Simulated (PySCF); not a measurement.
Working out the ionisation energy of F

F [He] 2s2 2p5 (2P) → F⁺ [He] 2s2 2p4 (3P). Computed with PySCF 2.14 in cc-pVTZ (4s3p2d1f, 30 functions), with no relativity, point nucleus. Frozen: 1s2. Energies in hartree (1 hartree = 27.21139 eV):

| part | F (lower) | F⁺ (upper) |
| --- | --- | --- |
| UHF | -99.405525 | -98.830256 |
| CCSD correlation | -0.211246 | -0.158493 |
| (T) | -0.003590 | -0.002046 |

**Question.** What does Hartree-Fock give?

**Answer.** (-98.830256) − (-99.405525) = 0.575269 hartree = 15.654 eV.

**Question.** What do CCSD and CCSD(T) give?

**Answer.** The CCSD correlation energies differ by 0.052753 hartree = 1.435 eV and the triples by 0.001544 hartree = 0.042 eV, so CCSD gives 17.089 eV and CCSD(T) 17.131 eV.

Measured between the centres of the two terms (NIST): 17.427 eV, so CCSD(T) (valence) is off by -0.296 eV.

What remains against the reference includes basis incompleteness, the frozen core and higher excitations.
